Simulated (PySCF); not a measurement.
Species, as SMILES: C (CH4).
Geometry (B3LYP-D3(BJ)/def2-TZVP, fixed):
```
C
H 1 1.0892
H 1 1.0892 2 109.47
H 1 1.0892 2 109.47 3 120.00
H 1 1.0892 2 109.47 3 -120.00
```

Basis-set convergence of the lowest singlet excitation energy at PBE0 with PySCF. Tamm-Dancoff approximation; the state is taken by its order, and sets in which it differs in degeneracy or brightness are left out, yet its character can still change. All functions are spherical. Density fitting with generated auxiliary sets. No added dispersion term, no relativity. Reference: the value in d-aug-cc-pVTZ, 9.820 eV, itself unsure by roughly 0.027 eV (its mean distance from aug-pcseg-2, aug-cc-pVTZ).

```csv
basis,functions,lowest singlet excitation energy (eV)
cc-pVDZ,34,11.742
def2-SVP,34,11.749
pcseg-1,34,11.390
6-311G**,42,[?]
def2-SVPD,52,[?]
def2-TZVP,55,11.190
aug-cc-pVDZ,59,9.855
aug-pcseg-1,59,9.854
pcseg-2,86,10.442
def2-TZVPP,87,11.193
jun-cc-pV(T+d)Z,95,[?]
def2-TZVPPD,105,10.196
"6-311++G(3df,3pd)",111,9.896
aug-cc-pVTZ,138,9.852
cc-pVQZ,175,10.678
def2-QZVPP,177,10.565
d-aug-cc-pVTZ,190,9.820
pcseg-3,192,[?]
```

Problem. Fill in the missing entries.

Solution. 
- 6-311G**, lowest singlet excitation energy (eV): 11.293
- def2-SVPD, lowest singlet excitation energy (eV): 10.573
- jun-cc-pV(T+d)Z, lowest singlet excitation energy (eV): 10.181
- pcseg-3, lowest singlet excitation energy (eV): 10.160
